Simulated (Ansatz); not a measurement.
# CH8Si2 (SMILES [SiH3]C[SiH3]): the energy to break a bond

CH8Si2: 11 atoms, total charge 0, spin state singlet. SMILES: `[SiH3]C[SiH3]`. Geometry: optimised at r2SCAN/def2-SVP.

```tsv
atom	x (Å)	y (Å)	z (Å)
Si	-1.1738	1.0462	-0.3496
C	-0.2831	-0.6143	-0.3613
Si	1.3510	-0.6616	0.5758
H	-2.4539	0.9719	-1.1189
H	-0.3113	2.1004	-0.9655
H	-1.4871	1.4555	1.0535
H	-0.9569	-1.3798	0.0643
H	-0.0977	-0.9087	-1.4102
H	1.1330	-0.3166	2.0139
H	2.3095	0.3277	-0.0050
H	1.9702	-2.0207	0.5030
```

Wanted: the dissociation energy of the H7–C2 bond into doublet H and doublet CH7Si2 (shapes relaxed at r2SCAN/def2-SVP, no zero-point term). 1 Eh = 2625.50 kJ/mol = 27.2114 eV. Totals in Eh; open shells run unrestricted unless said.

| level | program | CH8Si2 | doublet H | doublet CH7Si2 |
| --- | --- | --- | --- | --- |
| SVWN5/def2-SVP | Ansatz | -618.920411 | -0.477468 | -618.260830 |
| PBE/def2-SVP | Ansatz | -621.302788 | -0.498629 | -620.642049 |
| PBE0-D4/def2-SVP | Ansatz | -621.387862 | -0.500291 | -620.724007 |

Q: Work out the dissociation energy at each level.

A: 
1. SVWN5/def2-SVP: (-0.477468) + (-618.260830) − (-618.920411) = 0.182113 Eh = 478.1 kJ/mol = 4.96 eV.
2. PBE/def2-SVP: (-0.498629) + (-620.642049) − (-621.302788) = 0.162110 Eh = 425.6 kJ/mol = 4.41 eV.
3. PBE0-D4/def2-SVP: (-0.500291) + (-620.724007) − (-621.387862) = 0.163564 Eh = 429.4 kJ/mol = 4.45 eV.

The levels span 426 to 478 kJ/mol; no measured value is set beside them. A bond enthalpy at 298 K also holds the loss of zero-point energy and thermal terms.
